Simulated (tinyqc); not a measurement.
Stretching all distances: RHF, UHF, MP2, CISD and CCSD against full CI in the sto-3g basis, for LiH, spin multiplicity 1. Computed by the program tinyqc with PySCF. 

Geometry (angstrom):

| atom | x | y | z |
|---|---|---|---|
| Li | 0.0000 | 0.0000 | 0.0000 |
| H | 0.0000 | 0.0000 | 1.3810 |

All coordinates are multiplied by the scale. c0^2 is the weight of the RHF determinant in the lowest singlet FCI state (UHF is spin-contaminated and may lie near states of higher spin) and n(LUMO) the first natural occupation beyond the occupied space.

Full CI energy (hartree) and errors against it (kcal/mol):

| scale | distance 1-2 (angstrom) | E(FCI) | RHF | UHF | MP2 | CISD | CCSD | <S^2> UHF | c0^2 | n(LUMO) |
|---|---|---|---|---|---|---|---|---|---|---|
| 0.8900 | 1.2291 | -7.858199 | 10.5963 | 10.5963 | 3.5648 | 0.0057 | 0.0042 | 0.0000 | 0.9818 | 0.0283 |
| 1.0900 | 1.5053 | -7.882448 | 11.9681 | 11.9681 | 4.2926 | 0.0076 | 0.0059 | 0.0000 | 0.9772 | 0.0372 |
| 1.3000 | 1.7953 | -7.874790 | 15.3063 | 15.3063 | 6.0271 | 0.0106 | 0.0084 | 0.0000 | 0.9647 | 0.0594 |
| 1.5000 | 2.0715 | -7.855664 | 20.4844 | 20.2849 | 8.8033 | 0.0154 | 0.0125 | 0.1382 | 0.9409 | 0.1001 |
| 1.7000 | 2.3477 | -7.834439 | 27.9498 | 18.6886 | 12.9177 | 0.0234 | 0.0196 | 0.6406 | 0.8980 | 0.1705 |
| 1.9000 | 2.6239 | -7.815984 | 37.9908 | 13.2248 | 18.4633 | 0.0356 | 0.0311 | 0.8257 | 0.8310 | 0.2790 |
| 2.1100 | 2.9139 | -7.801935 | 51.0321 | 7.9835 | 25.2713 | 0.0516 | 0.0464 | 0.9130 | 0.7447 | 0.4245 |
| 2.3100 | 3.1901 | -7.793503 | 64.6800 | 4.6191 | 31.3042 | 0.0660 | 0.0598 | 0.9539 | 0.6701 | 0.5630 |

UHF parts from RHF first at scale 1.5 of those listed, where <S^2> leaves zero. The weight c0^2 goes from 0.98 to 0.67 and n(LUMO) from 0.03 to 0.56: static correlation grows as the bonds break into open-shell fragments. The spread of the error along the curve, which distorts its shape, is CCSD 0.1, CISD 0.1, UHF 15.7, MP2 27.7, RHF 54.1 kcal/mol.
